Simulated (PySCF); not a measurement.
Gas-phase reaction: 4 CH3SiH + C2H6 + C2H2 (acetylene) → 4 vinylsilane. Level: M06-2X/def2-TZVP†; standard pressure 1 bar.

Energies from PySCF, thermal terms from the rigid-rotor harmonic-oscillator model, ideal gas at 1 bar. † marks an energy on the PBE0/def2-TZVP geometry and frequencies. All species are closed-shell singlets. CH3SiH: computed as isolated molecules; such fragments, hydroxides, amides, oligomers or adducts are transient or little studied in the gas. The harmonic model lacks anharmonicity and excited electronic states, which grow with temperature; levels with a mode under 35 cm⁻¹ are left out. Internal rotation in CH3SiH, C2H6, vinylsilane is treated as a harmonic vibration of one conformer, which makes the entropy rough.

```
T (K)  1000/T (1/K)  log10 K
-----  ------------  -------
500          2.0000    43.53
600          1.6667    33.44
800          1.2500        ?
1000         1.0000    13.45
1200         0.8333     8.56
1400         0.7143     5.11
```

**Question.** Fit log10 K = a + b·(1000/T) to the five rows, get the mean ΔH° and ΔS°, and predict log10 K at 800 K.

**Answer.** Means: 1000/T = 1.2429, log10 K = 20.818. Sums of products about the means: Sxy = 37.65827, Sxx = 1.258997, so b = Sxy/Sxx = 29.91 and a = 20.818 − (29.91)×1.2429 = -16.36.
ΔH° = −R ln 10 × 1000 K × b = −19.145 × (29.91) = -573 kJ; ΔS° = R ln 10 × a = -313 J/K. The run's own values go from -581 kJ and -328 J/K at 500 K to -550 kJ and -295 J/K at 1400 K.
Prediction at 800 K: -16.36 + (29.91)×1.2500 = 21.03. The computed value is 20.89, 0.14 from the line.
For scale, ΔH°(298 K) is -581 kJ at this level, -589 kJ at ωB97M-V/def2-TZVP†, and runs from -660 to -567 kJ over the 20 levels computed.
